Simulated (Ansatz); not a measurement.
## Barium, bcc: convergence with the k-point mesh

Computed with Ansatz, r²SCAN, scalar-relativistic PAW, on the relaxed cell (a = 5.074 Å; spin not included). Errors count from a run at 500 eV on a Γ-centred 14×14×14 mesh with Fermi-Dirac smearing of 0.1 eV, extrapolated to zero width. Fixed here: cutoff 500 eV, Fermi-Dirac width 0.1 eV. The SCF starts from atomic densities corrected by a trained network.

```csv
k-mesh,E(σ→0) error (meV/atom),P (GPa),SCF iterations
2×2×2,-551.3,-4.37,6
3×3×3,97.4,-0.58,6
4×4×4,8.5,0.35,6
6×6×6,0.6,0.03,6
7×7×7,4.0,0.01,6
9×9×9,0.0,0.01,6
13×13×13,-0.1,0.00,6
```

Q: What does the run at 2×2×2 give (k-mesh)?

A: E(σ→0) error (meV/atom): -551.3; P (GPa): -4.37; SCF iterations: 6.

Within 5 meV/atom of the last row: from 6×6×6 on.
